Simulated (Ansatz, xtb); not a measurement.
# Ligand exchange: NH3 + MgH(SH) → H2S + MgH(NH2)

Species: NH3 (ammonia) `N`, singlet; MgH(SH), singlet; H2S `S`, singlet; MgH(NH2), singlet. The partners trade NH2 for SH: H–NH2 and Mg–SH bonds give way to H–SH and Mg–NH2.

Shapes, held fixed at every level: PBE0-D4/def2-TZVP. Programs: Ansatz 0.2.0, xtb 6.7.1. The zero-point and thermal change to 298 K, harmonic and unscaled (PBE0-D4/def2-TZVP), is -10.1 kJ/mol.

Task: Estimate ΔH(298 K) of this reaction.

Result: The highest level, CCSD(T)/def2-TZVPP, gives ΔH(298 K) = +65.6 kJ/mol; the levels span +64.4 to +75.4. The column of differences is taken from that level and isn't an error. No measured value is set beside it here. Outer-core shells of Mg are correlated in most correlated rows, in sets that cover them unevenly.

```
             level                    kind  ΔH(298 K) (kJ/mol)  less CCSD(T)/def2-TZVPP
          GFN2-xTB          semi-empirical               +65.5                     -0.1
       HF/def2-SVP            Hartree–Fock               +74.5                     +8.9
     HF/def2-TZVPP            Hartree–Fock               +75.4                     +9.8
wB97X-V/def2-TZVPP  range-separated hybrid               +67.0                     +1.4
      MP2/def2-SVP     perturbation theory               +64.6                     -1.0
    MP2/def2-TZVPP     perturbation theory               +65.7                     +0.1
  CCSD(T)/def2-SVP   coupled cluster or CI               +64.4                     -1.2
   CCSD/def2-TZVPP   coupled cluster or CI               +65.6                      0.0
CCSD(T)/def2-TZVPP   coupled cluster or CI               +65.6                      0.0
```
